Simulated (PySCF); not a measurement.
# C3H3F: the cost of one run

The runs use PySCF 2.14.0, with density-fitted response routines of our own; the level of theory stands in each step. All values are computed, except where a source is named. Atoms are numbered from 0 throughout.

**1. The starting structure**

7 atoms, charge 0, multiplicity 1; geometry from: GFN2-xTB. The atoms were then displaced at random by about 0.01 Å, so the start is not that level's minimum.

Bonds of the start (Å): F0–C1 1.38, C1–C2 1.46, C2–C3 1.30, C3–C1 1.51, C1–H4 1.09, C2–H5 1.07, C3–H6 1.05.

**2. Optimising the geometry at PBE0-D3(BJ)/def2-SVP**

What the job is given:

```
{"job": {"xc": "PBE0", "basis": "def2-SVP", "d3": "d3bj", "grid": 1, "shake": 0.01, "kind": "geom"}, "charge": 0, "multiplicity": 1}
F     -1.419150    -0.162150     1.102500
C     -0.694750    -0.140820    -0.067740
C      0.715010    -0.530350     0.008710
C      0.528810     0.749370    -0.141210
H     -1.350840    -0.367880    -0.906420
H      1.410440    -1.325980     0.161840
H      0.844440     1.748710    -0.207620
```

On the command line:

```bash
OMP_NUM_THREADS=1 python probes_run.py task.json out
```

This one command runs all jobs of the session in turn.

Q: Estimate the wall time and peak memory of this first job on 1 thread of Arm Neoverse V1, shared host.

About 13 s, with a peak of 0.29 GiB.
